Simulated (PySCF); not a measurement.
**C2H5B (SMILES BC=C) at HF/STO-3G**

Aim: the energy of C2H5B. The job is set up through a Python script.

The results are computed with PySCF 2.14.0.

**1. The molecule**

The species is C2H5B (8 atoms), meant as a singlet with charge 0. SMILES: `BC=C`. Geometry: relaxed at PBE0-D4/def2-TZVP.

Bond lengths: B1–C2 1.534 Å, C2–C3 1.339 Å, B1–H4 1.199 Å, B1–H5 1.197 Å, C2–H6 1.089 Å, C3–H7 1.086 Å, C3–H8 1.087 Å. Angles: B1–C2–C3 120.5°, B1–C2–H6 121.7°, C3–C2–H6 117.7°, C2–B1–H4 118.7°, C2–B1–H5 122.0°, C2–C3–H7 120.6°, C2–C3–H8 123.0°, H4–B1–H5 119.3°, H7–C3–H8 116.4°.

**2. A single-point energy at HF/STO-3G**

input.py

```python
from pyscf import gto

mol = gto.M(
    atom=[
    ('B', (-0.619200, 0.876300, -0.693900)),
    ('C', (0.322000, 0.273500, 0.357500)),
    ('C', (0.459500, -1.054300, 0.465500)),
    ('H', (-1.226400, 0.135900, -1.414800)),
    ('H', (-0.762800, 2.058300, -0.813400)),
    ('H', (0.897400, 0.899500, 1.037300)),
    ('H', (-0.092700, -1.722500, -0.189400)),
    ('H', (1.114300, -1.523800, 1.195500)),
],
    verbose=3,
    basis='sto-3g',
    spin=0,
    max_memory=1860,
)

myscf = mol.RHF()
myscf.conv_tol = 1e-10
myscf.kernel()
if not myscf.converged:
    myscf = myscf.newton().run(myscf.mo_coeff, myscf.mo_occ)

etot = myscf.e_tot
print('E = %.10f Eh' % etot)
```

Started as:

```sh
$ OMP_NUM_THREADS=1 python input.py
```

Output:

```text
converged SCF energy = -102.024519865567
E = -102.0245198656 Eh
```

It took 0.8 s on 1 thread of Arm Neoverse V1, shared host; peak memory 0.12 GiB.

**3. What came out**

At HF/STO-3G:

| quantity | value |
| --- | --- |
| total energy | -102.02452 Eh |
| dipole moment | 0.97 D |
| HOMO energy | -9.13 eV |
| LUMO energy | 5.44 eV |
| HOMO–LUMO gap | 14.57 eV |
